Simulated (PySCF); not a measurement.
# Vertical excitation energies

1,2-dichloropropane, C₃H₆Cl₂.
SMILES with atom numbers: `[CH3:1][C@@H:2]([Cl:3])[CH2:4][Cl:5]` (hydrogens: H6, H7, H8 on C1; H9 on C2; H10, H11 on C4)

Level of theory: TDDFT CAM-B3LYP/aug-cc-pVTZ, vertical, gas phase, core orbitals frozen in the response in PySCF. One conformer (not necessarily the lowest) at the PBE0-D3(BJ)/def2-TZVP geometry, without solvent, vibrations or thermal averaging. Torsions of this conformer, `[CH3:1][C@@H:2]([Cl:3])[CH2:4][Cl:5]`: C1–C2–C4–Cl5 66°.

**Question.** List the vertical singlet excitations with oscillator strengths and describe the spectrum.

**Answer.** 

```csv
state,E (eV),ν̃ (cm⁻¹),f,"main configurations (H = HOMO, L = LUMO)"
S1,7.25,58460,0.017,"H→L+3 (36%), H→L+4 (25%), H→L+8 (10%)"
S2,7.29,58800,0.0006,"H-1→L+4 (22%), H-2→L+4 (20%), H-1→L+3 (13%)"
S3,7.34,59210,0.0031,"H-2→L+3 (24%), H-1→L+3 (23%), H-1→L+7 (11%)"
S4,7.51,60580,0.0029,"H-3→L+3 (18%), H→L (15%), H→L+7 (15%)"
S5,7.77,62680,0.0024,"H→L (58%), H-3→L+3 (20%)"
S6,7.79,62850,0.029,"H-1→L (43%), H-2→L (20%)"
S7,7.84,63220,0.023,"H-2→L (46%), H-1→L (23%), H-1→L+3 (9%)"
S8,8.10,65290,0.082,"H-3→L (52%), H→L+3 (15%)"
S9,8.36,67450,0.014,"H→L+1 (54%), H→L+2 (28%)"
S10,8.49,68470,0.010,"H→L+2 (26%), H-2→L+1 (24%), H→L+1 (10%)"
```

Triplets (Tamm–Dancoff): T1 6.57 eV, H→L+3 (26%), H→L+4 (24%), H→L+8 (13%); T2 6.60 eV, H-1→L+4 (21%), H-1→L+3 (16%), H-2→L+4 (15%); T3 6.66 eV, H-2→L+3 (24%), H-1→L+7 (12%), H-1→L+3 (11%); T4 6.83 eV, H-3→L+3 (23%), H→L+7 (14%), H-3→L+4 (10%).

The lowest singlet lies at 7.25 eV (171 nm, vacuum ultraviolet) and is weak; its leading configuration is HOMO→LUMO+3 (36%). The most intense listed level is S8 at 8.10 eV (153 nm, f = 0.082), 0.85 eV above S1. Löwdin shares by element: HOMO chlorine 71%, carbon 21% or more; LUMO hydrogen 64% or more (atoms not listed hold the other 36%). The listed states span 1.24 eV. Of the 10 states listed, 5 reach f = 0.01 and none stays under 0.0005. Orbital energies (eV): HOMO-3 -10.54, HOMO-2 -10.17, HOMO-1 -10.15, HOMO -9.99, LUMO 0.26, LUMO+1 0.60, LUMO+2 0.62. The window holds the lowest 10 singlets.
